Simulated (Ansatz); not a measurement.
C3H7 (`C[CH]C`) radical. The species carries charge 0 and has multiplicity 2. The structure was optimised at the PBE0-D4/def2-TZVP level.

```xyz
10

C     0.551   -1.168    0.067
C     0.415    0.280    0.344
C    -0.753    1.039   -0.159
H    -0.380   -1.707    0.285
H     1.352   -1.626    0.651
H     0.773   -1.365   -0.994
H     1.270    0.825    0.727
H    -1.693    0.518    0.057
H    -0.813    2.039    0.276
H    -0.721    1.165   -1.253
```

What is the dipole moment at ωB97M-V/def2-TZVPP? (Best estimate.)

Computed: 0.22 D, with components (-0.01, -0.03, -0.22) D in this frame, pointing from negative to positive charge.

And with PBE, r2SCAN, B3LYP? (Best estimate.)

The calculation gave: PBE 0.22 D, r2SCAN 0.20 D, B3LYP 0.20 D.

Give the Mulliken charges with ωB97M-V, r2SCAN, B3LYP in def2-TZVPP. (An estimate is asked.)

The calculation gave: 
```tsv
atom	ωB97M-V	r2SCAN	B3LYP
C1	-0.27	-0.10	-0.22
C2	-0.17	-0.15	-0.15
C3	-0.27	-0.10	-0.22
H4	0.10	0.04	0.08
H5	0.10	0.05	0.08
H6	0.10	0.04	0.08
H7	0.12	0.08	0.10
H8	0.10	0.04	0.08
H9	0.10	0.05	0.08
H10	0.10	0.04	0.08
```

B3LYP here is the variant with VWN-RPA as its local correlation; programs differ in this.
